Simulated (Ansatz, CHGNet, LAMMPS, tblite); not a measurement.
Equilibrium volume per atom of wurtzite ZnO: levels of theory against measurement

Reference value: 11.89 Å³/atom (measured, 4 K, not corrected to a static lattice; as tabulated in arXiv:1206.3780).

```
level (code)           value (Å³/atom)
---------------------  ---------------
ReaxFF ZnOH (LAMMPS)             12.35
IPEA1-xTB (tblite)               11.10
CHGNet 0.3.0 (CHGNet)            12.40
LDA (Ansatz)                     11.33
PBE (Ansatz)                       ___
rVV10 (Ansatz)                   12.40
r²SCAN (Ansatz)                    ___
```

Q: What belongs in the gaps?

A: 
- PBE (Ansatz, a first-principles code), value (Å³/atom): 12.32
- r²SCAN (Ansatz), value (Å³/atom): 11.81

Differences against the reference: ReaxFF ZnOH +3.9 %, IPEA1-xTB -6.6 %, CHGNet 0.3.0 +4.3 %, LDA -4.7 %, PBE +3.6 %, rVV10 +4.3 %, r²SCAN -0.7 %.

Leaving aside ReaxFF ZnOH, IPEA1-xTB, which can be fitted to such values or carry a doubt: The best agreement in this table is that of r²SCAN (-0.7 %). LDA (-4.7 %) misses by most. Of these only r²SCAN lands within 2 %.

The measured value isn't corrected to a static lattice, so vibrations enter the comparison. A static lattice is as a rule a little smaller than the measured one.  IPEA1-xTB: this parameter set was refitted to ionisation energies, not structures. IPEA1-xTB: the run uses a supercell at the zone centre in place of a k mesh. Cutoffs and k meshes differ between the levels. Ansatz's density-functional and Hartree–Fock values are scalar-relativistic unless marked +SOC, with PAW data made under PBE.

Empirical potentials (ReaxFF ZnOH) are fitted to chosen data, which need not cover the solid at hand: agreement can be built in, and what lay outside the fit can be far off. Machine-learned potentials (CHGNet 0.3.0) are trained on DFT data, which may include these solids.

Differences are worked out from the printed values.
